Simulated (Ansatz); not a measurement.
**Relaxing a trial structure of CH5OS+**

The starting geometry of this gas-phase singlet was optimised with GFN2-xTB; its bonds are those of `[OH2+]CS`.

```json
{"atom": "C", "x (Å)": "0.1651", "y (Å)": "0.8267", "z (Å)": "-0.6623"}
{"atom": "O", "x (Å)": "-0.1397", "y (Å)": "1.9321", "z (Å)": "0.3175"}
{"atom": "S", "x (Å)": "1.9365", "y (Å)": "0.5611", "z (Å)": "-0.8305"}
{"atom": "H", "x (Å)": "0.2173", "y (Å)": "1.7203", "z (Å)": "1.2106"}
{"atom": "H", "x (Å)": "-0.3789", "y (Å)": "-0.0442", "z (Å)": "-0.3017"}
{"atom": "H", "x (Å)": "-0.2448", "y (Å)": "1.1747", "z (Å)": "-1.6112"}
{"atom": "H", "x (Å)": "0.2550", "y (Å)": "2.7784", "z (Å)": "0.0028"}
{"atom": "H", "x (Å)": "2.0551", "y (Å)": "-0.3980", "z (Å)": "0.0891"}
```

Predict what becomes of its bonds when it is optimised with BLYP-D3(BJ)/def2-SVP.

It loosens into CH3S + H2O, which stay close as a complex (formulas without charges). Contacts that open: C1–O2 (1.51 → 1.87 Å).

The energy falls by 0.20 eV over 12 steps:

```
step  E − E(last) (eV)
   1             0.197
   2             0.117
   3             0.060
   5             0.007
   6             0.003
   7             0.002
   8             0.000
  10             0.000
  11             0.000
  12             0.000
```

Final geometry (Å):

```yaml
atoms:
  - { symbol: C, position_ang: [0.2672, 0.6763, -0.7862] }
  - { symbol: O, position_ang: [-0.2121, 2.0544, 0.3882] }
  - { symbol: S, position_ang: [1.9518, 0.4250, -0.9742] }
  - { symbol: H, position_ang: [0.0752, 1.8694, 1.3143] }
  - { symbol: H, position_ang: [-0.3480, -0.0748, -0.2673] }
  - { symbol: H, position_ang: [-0.2148, 1.1614, -1.6498] }
  - { symbol: H, position_ang: [0.2250, 2.9030, 0.1344] }
  - { symbol: H, position_ang: [2.1215, -0.4636, 0.0548] }
```

No frequencies were run, so the end isn't proven a minimum. Run with Ansatz 0.2.0, 29 s on 1 thread of Intel(R) Xeon(R) Processor @ 2.50GHz (Skylake/Cascade Lake) (shared host).
